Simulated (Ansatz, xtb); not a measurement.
Ligand exchange: C3H7F + NaNH2 → C3H9N + NaF

Gas-phase species: C3H7F (2-fluoropropane) `CC(C)F`, singlet; NaNH2 `[NH2][Na]`, singlet; C3H9N (isopropylamine) `CC(C)N`, singlet; NaF, singlet. The partners trade F for NH2: C–F and Na–NH2 bonds give way to C–NH2 and Na–F.

Shapes, held fixed at every level: PBE0-D4/def2-TZVP. Flexible molecules stand in one conformer, not always the lowest. Programs: Ansatz 0.2.0, xtb 6.7.1, xtb 6.7.1 later snapshot. The zero-point and thermal change to 298 K, harmonic and unscaled (PBE0-D4/def2-TZVP), is +8.6 kJ/mol.

| level | kind | ΔH(298 K) (kJ/mol) | less CCSD(T)/def2-TZVPP |
| --- | --- | --- | --- |
| GFN0-xTB | semi-empirical | -184.2 | -50.2 |
| SPW92/def2-TZVPP | LDA | -129.5 | +4.5 |
| BHLYP-D4/def2-TZVPP | global hybrid | -135.3 | -1.3 |
| r2SCAN0-D4/def2-TZVPP | global hybrid | -135.6 | -1.6 |
| wB97X-V/def2-TZVPP | range-separated hybrid | -135.6 | -1.6 |
| B2PLYP/def2-TZVPP | double hybrid | -131.8 | +2.2 |
| MP2/def2-SVP | perturbation theory | -152.8 | -18.8 |
| CCSD(T)/def2-SVP | coupled cluster or CI | -145.5 | -11.5 |
| CCSD(T)/def2-TZVPP | coupled cluster or CI | -134.0 | 0.0 |

The highest level, CCSD(T)/def2-TZVPP, gives ΔH(298 K) = -134.0 kJ/mol; the levels span -184.2 to -129.5. The column of differences is taken from that level and isn't an error. No measured value is set beside it here. Outer-core shells of Na are correlated, in sets that cover them unevenly. Sets without diffuse functions underbind ionic bonds of s-block metals.
